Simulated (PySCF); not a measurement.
Gas-phase reaction: 3 H2CSiH2 + 5 H + C3H7 (i-propyl) = 3 (CH3)2SiH2

Method: PySCF energies (xtb for GFN2) plus ideal-gas RRHO corrections (1 bar). † marks an energy on the PBE0/def2-TZVP geometry and frequencies; other levels use their own. MP2 and CCSD(T) freeze the core. 6-31G* has spherical d functions here. Open shells (unrestricted): H (multiplicity 2), C3H7 (i-propyl) (multiplicity 2); the rest are closed-shell singlets. GFN2 has no spin-polarisation term. H2CSiH2: computed as isolated molecules; such fragments, hydroxides, amides, oligomers or adducts are transient or little studied in the gas. MP2 isn't extrapolated to the basis-set limit; its ΔH°(298 K) is -1914.5 kJ in def2-SVP and -1982.4 kJ in def2-TZVPP. CCSD(T) isn't extrapolated to the basis-set limit. The harmonic model lacks anharmonicity and excited electronic states, which grow with temperature; levels with a mode under 35 cm⁻¹ are left out. Internal rotation in C3H7 (i-propyl), (CH3)2SiH2 is treated as a harmonic vibration of one conformer, which makes the entropy rough.

```tsv
level	ΔE electronic, kJ	ΔH°(298 K), kJ	ΔS°(298 K), J/K	ΔG°(1800 K), kJ
CCSD(T)/def2-SVP†	-2056	-1925	-711	-576
GFN2-xTB	-2218	-2078	-716	-708
HF/6-31G*	-1888	-1749	-706	-404
HF/def2-TZVP†	-1870	-1738	-711	-390
M06-2X/def2-TZVP†	-2147	-2016	-711	-668
MP2/def2-SVP†	-2046	-1914	-711	-566
MP2/def2-TZVPP†	-2114	-1982	-711	-634
PBE0/def2-QZVP†	-2120	-1989	-711	-641
```
ΔH° is lowest at GFN2-xTB and highest at HF/def2-TZVP†. No reference value is set beside these.
